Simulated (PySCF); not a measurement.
# C3H6F2 (1,3-difluoropropane): levels of theory compared

We compute a comparison of 6 runs (BHLYP/cc-pVDZ, BLYP/cc-pVDZ, CAM-B3LYP/cc-pVDZ, PBE/cc-pVDZ, TPSS/cc-pVDZ, revPBE/cc-pVDZ) of C3H6F2 (1,3-difluoropropane). Input form: a Python script.

Program for the calculation: PySCF 2.14.0.

2 further runs of the same task are left out: 2 set aside as unsound or not needed.

## 1. Starting point

The species is C3H6F2 (11 atoms), meant as a singlet with charge 0. As SMILES, `FCCCF`. The shape is that of a PBE0-D4/def2-TZVP optimisation. This is one conformer, not always the lowest.

Bond lengths: F1–C2 1.383 Å, C2–C3 1.509 Å, C3–C4 1.507 Å, C4–F5 1.386 Å, C2–H6 1.096 Å, C2–H7 1.093 Å, C3–H8 1.093 Å, C3–H9 1.095 Å, C4–H10 1.095 Å, C4–H11 1.093 Å. Some angles: F1–C2–C3 109.8°, C2–C3–C4 112.4°, C3–C4–F5 110.3°, F1–C2–H6 107.7°, F1–C2–H7 107.9°, C3–C2–H6 111.1°, C3–C2–H7 111.3°, C2–C3–H8 109.6°, C2–C3–H9 109.3°, C4–C3–H8 109.6°.

## 2. The energy at BHLYP/cc-pVDZ (run 1)

Input file input.py:

```python
from pyscf import gto, dft

mol = gto.M(
    atom=[
    ('F', (-1.964400, 1.432700, -0.107100)),
    ('C', (-0.715300, 1.000700, 0.300600)),
    ('C', (-0.375000, -0.298800, -0.387800)),
    ('C', (0.967500, -0.838200, 0.034700)),
    ('F', (1.975600, 0.040200, -0.331200)),
    ('H', (-0.744500, 0.875300, 1.388600)),
    ('H', (0.008000, 1.781800, 0.054100)),
    ('H', (-0.388200, -0.154300, -1.471600)),
    ('H', (-1.138100, -1.046200, -0.147100)),
    ('H', (1.026200, -0.968100, 1.120800)),
    ('H', (1.173400, -1.798000, -0.445900)),
],
    max_memory=1860,
    basis='cc-pvdz',
    verbose=3,
    spin=0,
)

calc0 = dft.RKS(mol, xc='bhandhlyp')
calc0.grids.level = 5
calc0.conv_tol = 1e-10
calc0.kernel()
if not calc0.converged:
    calc0 = calc0.newton().run(calc0.mo_coeff, calc0.mo_occ)

etot = calc0.e_tot
print('E(%s) = %.9f' % ('BHLYP', etot))
```

Launch:

```console
OMP_NUM_THREADS=1 python input.py
```

What it wrote:

```text
converged SCF energy = -317.466670300077
E(BHLYP) = -317.466670300
```

Wall time 26 s (1 thread of Intel Xeon at 2.70GHz, shared host); peak memory 0.52 GiB.

## 3. A single-point energy at BLYP/cc-pVDZ (run 2)

Input file calc.py:

```python
# FCCCF
from pyscf import gto, dft

mol = gto.M(
    atom='''
F       -1.964400       1.432700      -0.107100
C       -0.715300       1.000700       0.300600
C       -0.375000      -0.298800      -0.387800
C        0.967500      -0.838200       0.034700
F        1.975600       0.040200      -0.331200
H       -0.744500       0.875300       1.388600
H        0.008000       1.781800       0.054100
H       -0.388200      -0.154300      -1.471600
H       -1.138100      -1.046200      -0.147100
H        1.026200      -0.968100       1.120800
H        1.173400      -1.798000      -0.445900
''',
    max_memory=1860,
    verbose=4,
    basis='cc-pvdz',
)

mf = dft.RKS(mol, xc='blyp')
mf.grids.level = 5
mf.conv_tol = 1e-10
mf.kernel()
if not mf.converged:
    mf = mf.newton().run(mf.mo_coeff, mf.mo_occ)

e_final = mf.e_tot
print('E(%s) = %.9f' % ('BLYP', e_final))
```

Launch:

```console
OMP_NUM_THREADS=1 python calc.py
```

What it wrote:

```text
PySCF version 2.14.0

[... 83 lines left out ...]
converged SCF energy = -317.514324124439
E(BLYP) = -317.514324124
```

Run time: 33 s. Hardware: 1 thread of Intel Xeon at 2.70GHz, shared host; peak memory 0.52 GiB.

## 4. A single-point energy at CAM-B3LYP/cc-pVDZ (run 3)

Input file input.py:

```python
from pyscf import gto, dft

mol = gto.M(
    atom='''
F       -1.964400       1.432700      -0.107100
C       -0.715300       1.000700       0.300600
C       -0.375000      -0.298800      -0.387800
C        0.967500      -0.838200       0.034700
F        1.975600       0.040200      -0.331200
H       -0.744500       0.875300       1.388600
H        0.008000       1.781800       0.054100
H       -0.388200      -0.154300      -1.471600
H       -1.138100      -1.046200      -0.147100
H        1.026200      -0.968100       1.120800
H        1.173400      -1.798000      -0.445900
''',
    max_memory=1860,
    verbose=3,
    spin=0,
    basis='cc-pvdz',
)

mf = dft.RKS(mol)
mf.xc = 'cam-b3lyp'
mf.conv_tol = 1e-10
mf.grids.level = 5
mf.kernel()
if not mf.converged:
    mf = mf.newton().run(mf.mo_coeff, mf.mo_occ)

energy = mf.e_tot
print(f'total energy: {energy:.8f} hartree')
```

Launch:

```console
OMP_NUM_THREADS=1 python input.py
```

What it wrote:

```text
converged SCF energy = -317.494276809885
total energy: -317.49427681 hartree
```

Run time: 49 s. Hardware: 1 thread of Intel Xeon at 2.70GHz, shared host; peak memory 0.52 GiB.

Runs 4 to 5 aren't shown in full; the table further down has their settings and results.

## 5. A single-point energy at revPBE/cc-pVDZ (run 6)

Input file calc.py:

```python
# FCCCF
from pyscf import gto, dft

system = gto.M(
    atom='''
F     -3.712178     2.707411    -0.202390
C     -1.351721     1.891049     0.568052
C     -0.708647    -0.564650    -0.732836
C      1.828310    -1.583968     0.065573
F      3.733343     0.075967    -0.625877
H     -1.406901     1.654077     2.624074
H      0.015118     3.367114     0.102234
H     -0.733592    -0.291585    -2.780921
H     -2.150697    -1.977031    -0.277979
H      1.939237    -1.829444     2.118005
H      2.217405    -3.397728    -0.842629
''',
    basis='cc-pvdz',
    spin=0,
    max_memory=1860,
    verbose=3,
    unit='bohr',
    charge=0,
)

mf = dft.RKS(system, xc='revpbe')
mf.conv_tol = 1e-10
mf.grids.level = 5
mf.kernel()
if not mf.converged:
    mf = mf.newton().run(mf.mo_coeff, mf.mo_occ)

etot = mf.e_tot
print('E = %.10f Eh' % etot)
```

Launch:

```console
OMP_NUM_THREADS=1 python calc.py
```

What it wrote:

```text
converged SCF energy = -317.505594247966
E = -317.5055942480 Eh
```

Run time: 32 s. Hardware: 1 thread of Intel Xeon at 2.70GHz, shared host; peak memory 0.52 GiB.

## 6. All runs side by side

| run | level | energy (Eh) | dipole moment (D) | HOMO energy (eV) | LUMO energy (eV) | wall time |
| --- | --- | --- | --- | --- | --- | --- |
| 1 | BHLYP/cc-pVDZ | -317.466670 | 1.98 | -10.76 | 2.52 | 26 s |
| 2 | BLYP/cc-pVDZ | -317.514324 | 1.63 | -7.12 | 0.94 | 33 s |
| 3 | CAM-B3LYP/cc-pVDZ | -317.494277 | 1.84 | -10.51 | 2.71 | 49 s |
| 4 | PBE/cc-pVDZ | -317.254538 | 1.65 | -7.22 | 0.94 | 27 s |
| 5 | TPSS/cc-pVDZ | -317.650610 | 1.72 | -7.37 | 1.23 | 61 s |
| 6 | revPBE/cc-pVDZ | -317.505594 | 1.64 | -7.18 | 1.04 | 32 s |

## 7. Outcome

| quantity | value |
| --- | --- |
| run 6: total energy | -317.50559 Eh |
| run 6: dipole moment | 1.64 D |
| run 6: HOMO energy | -7.18 eV |
| run 6: LUMO energy | 1.04 eV |
| run 6: HOMO–LUMO gap | 8.22 eV |

The dipole moment (its size) runs from 1.63 D (BLYP/cc-pVDZ) to 1.98 D (BHLYP/cc-pVDZ). The HOMO–LUMO gap runs from 8.06 eV (BLYP/cc-pVDZ) to 13.29 eV (BHLYP/cc-pVDZ). Totals of different functionals can't be ranked against each other. All runs together took 3.8 min, the longest 61 s.
